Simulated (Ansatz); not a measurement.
(H3Si)2O (Si₂OH₆). Charge 0, multiplicity 1. Geometry r2SCAN-D4/def2-TZVP.

| atom | x (Å) | y (Å) | z (Å) |
| --- | --- | --- | --- |
| Si1 | -0.162 | 0.009 | -1.559 |
| H2 | -1.194 | 1.056 | -1.771 |
| H3 | -0.462 | -1.164 | -2.413 |
| H4 | 1.168 | 0.562 | -1.923 |
| O5 | -0.166 | -0.480 | 0.002 |
| Si6 | 0.136 | -0.082 | 1.560 |
| H7 | -0.271 | -1.220 | 2.416 |
| H8 | 1.584 | 0.190 | 1.747 |
| H9 | -0.634 | 1.129 | 1.942 |

Q: Estimate the orbital energies around the gap (eV) in Ansatz with HF/6-31G, PBE-D4/def2-SVP, r2SCAN-D4/def2-TZVP, PBE0-D4/def2-SVP, PBE0-D4/def2-TZVPD.

A: 
```
orbital  HF/6-31G  PBE-D4/def2-SVP  r2SCAN-D4/def2-TZVP  PBE0-D4/def2-SVP  PBE0-D4/def2-TZVPD
HOMO−13   -116.71           -95.05               -96.83           -100.50             -100.05
HOMO−12   -116.71           -95.05               -96.83           -100.50             -100.05
HOMO−11   -116.71           -95.05               -96.83           -100.50             -100.05
HOMO−10   -116.71           -95.05               -96.83           -100.50             -100.05
 HOMO−9    -36.16           -24.50               -26.31            -27.62              -28.03
 HOMO−8    -21.77           -14.73               -15.23            -16.73              -16.71
 HOMO−7    -19.02           -12.40               -12.94            -14.20              -14.23
 HOMO−6    -15.98           -10.57               -11.05            -12.20              -12.22
 HOMO−5    -15.83            -9.91               -10.42            -11.64              -11.69
 HOMO−4    -15.74            -9.88               -10.38            -11.62              -11.66
 HOMO−3    -13.27            -8.40                -8.79             -9.80               -9.81
 HOMO−2    -13.20            -8.39                -8.79             -9.79               -9.80
 HOMO−1    -11.98            -7.29                -7.80             -8.75               -8.87
   HOMO    -11.93            -7.17                -7.68             -8.64               -8.75
   LUMO      3.33            -0.60                -0.67              0.31               -0.42
 LUMO+1      4.54             0.89                 0.89              1.82                0.31
 LUMO+2      5.13             1.04                 0.93              1.94                0.59
 LUMO+3      5.52             1.21                 1.25              2.13                0.81
 LUMO+4      5.86             1.52                 1.47              2.46                1.12
 LUMO+5      6.23             1.74                 1.57              2.75                1.23
```
